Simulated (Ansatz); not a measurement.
HAl–AlH, triplet: reading a ladder of total energies

Geometry: a PBE0/def2-TZVP stationary point for this spin, not checked as a minimum.

```xyz
4

Al    0.0000    0.0000    1.1500
Al    0.0000    0.0000   -1.1500
H     0.0000    0.0000    2.7245
H     0.0000    0.0000   -2.7245
```

Basis cc-pVDZ; Ansatz 0.2.0. Only valence electrons are correlated (noble-gas cores frozen), which leaves 8 electrons in 36 orbitals. R marks a restricted (for open shells ROHF) determinant, U an unrestricted one.

Full CI isn't at hand for all of this; UCCSDT(Q) serves as the reference, and is uncertain by about the last step of the cluster series.

Runs differ by some tens of microhartree through their thresholds and, for an open shell, their frozen cores, so steps under 0.03 kcal/mol mean nothing.

| level | total energy (hartree) |
| --- | --- |
| UHF | -484.920768 |
| UMP2 | -485.022559 |
| UCCSD | -485.053563 |
| UCCSD(T) | -485.058054 |
| UCCSDT | -485.059483 |
| UCCSDT(Q) | -485.059732 |

What is the correlation energy at UCCSDT(Q), and what share of it do UMP2 and UCCSD recover?

E(corr) = -485.059732 − (-484.920768) = -0.138964 hartree = -3.781 eV. UMP2: -0.101791 / -0.138964 = 73.25 %. UCCSD: -0.132795 / -0.138964 = 95.56 %.

By how many kcal/mol does UCCSD(T) miss UCCSDT(Q) (1 hartree = 627.509 kcal/mol), and which steps make up the rest?

-485.058054 − (-485.059732) = 0.001678 hartree = 1.05 kcal/mol. Steps: UCCSDT − UCCSD(T) = -0.90, UCCSDT(Q) − UCCSDT = -0.16 kcal/mol. Differences between like states or geometries often cancel part of this.
